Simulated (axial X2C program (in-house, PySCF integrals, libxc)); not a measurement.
AlC: nuclear properties from DFT to coupled cluster

Computed with an in-house all-electron X2C program for linear molecules (integrals from PySCF): two-component X2C with atomic mean-field Coulomb and Gaunt terms, Gaussian nuclei, basis Al dyall-av3z, C dyall-av3z with contracted cores.

R = 1.975 Å (near the PBE0 minimum at charge 0 of the determinant lowest at the starting distance; the state shown can have its own minimum elsewhere); state Ω = 3/2 (⟨Sz⟩ = 1.50, ⟨Lz⟩ = 0.00 at PBE0).

```json
{"level": "PBE0", "Eeff magnitude (GV/cm)": "0.021", "Ws magnitude Al (kHz)": "0.00752", "A∥/gI Al (MHz)": "-32.6", "qzz Al (a.u.)": "-0.87", "A∥/gI C (MHz)": "16.6", "μ (D)": "-1.82"}
{"level": "HF", "Eeff magnitude (GV/cm)": "0.00693", "Ws magnitude Al (kHz)": "0.00186", "A∥/gI Al (MHz)": "-34.5", "qzz Al (a.u.)": "-1.05", "A∥/gI C (MHz)": "69.1", "μ (D)": "-1.09"}
{"level": "B3LYP", "Eeff magnitude (GV/cm)": "0.0286", "Ws magnitude Al (kHz)": "0.00929", "A∥/gI Al (MHz)": "-18.5", "qzz Al (a.u.)": "-0.87", "A∥/gI C (MHz)": "29.5", "μ (D)": "-2.03"}
```

Eeff is the effective electric field on the electron electric dipole moment in this Ω state and Ws the scalar–pseudoscalar constant of the nucleus named (defined with the proton number Z and per Ω); A∥ (defined per Ω) follows by multiplying with gI = μI/(I μN); qzz is the electric field gradient, eQq0 = 234.96 MHz × Q/barn × qzz; μ is positive if the C end (last atom) is positive. The operators were transformed with the bare-nucleus X2C matrices; with these basis sets, hyperfine constants and field gradients can be off by tens of per cent, and where levels differ in sign neither size nor sign is settled.

Finite-field MP2, CCSD and CCSD(T), with 15 electrons correlated in 116 natural virtual spinors (MP2 remainder added):

```json
{"level": "MP2", "Eeff magnitude (GV/cm)": "0.0571", "Ws magnitude Al (kHz)": "0.00946", "A∥/gI Al (MHz)": "-40.3", "qzz Al (a.u.)": "-0.87", "A∥/gI C (MHz)": "30.1", "μ (D)": "-1.74"}
{"level": "CCSD", "Eeff magnitude (GV/cm)": "0.00598", "Ws magnitude Al (kHz)": "0.00274", "A∥/gI Al (MHz)": "-21.7", "qzz Al (a.u.)": "-0.84", "A∥/gI C (MHz)": "32.3", "μ (D)": "-1.79"}
{"level": "CCSD(T)", "Eeff magnitude (GV/cm)": "0.00148", "Ws magnitude Al (kHz)": "0.00391", "A∥/gI Al (MHz)": "-17.5", "qzz Al (a.u.)": "-0.81", "A∥/gI C (MHz)": "31.3", "μ (D)": "-1.85"}
```

T1 = 0.028 (Lee–Taylor). One unrestricted determinant, the lowest of a limited PBE0 search, is the reference; the functionals treat spin collinearly. With several open shells it need not be a pure state. The sign of Eeff is opposite to CCSD(T) at PBE0, B3LYP. Eeff spreads by more than a factor of two over the levels. Correlation of the inner shells is missing, which matters for properties at the nucleus. Number of frozen shells: Al 1 s; C 1 s.

**Question.** By how much does correlation change each value, CCSD(T) against HF?

**Answer.** Eeff magnitude -79 %; Ws magnitude Al 110 %; A∥/gI Al -49 %; qzz Al -23 %; A∥/gI C -55 %; μ 70 %.
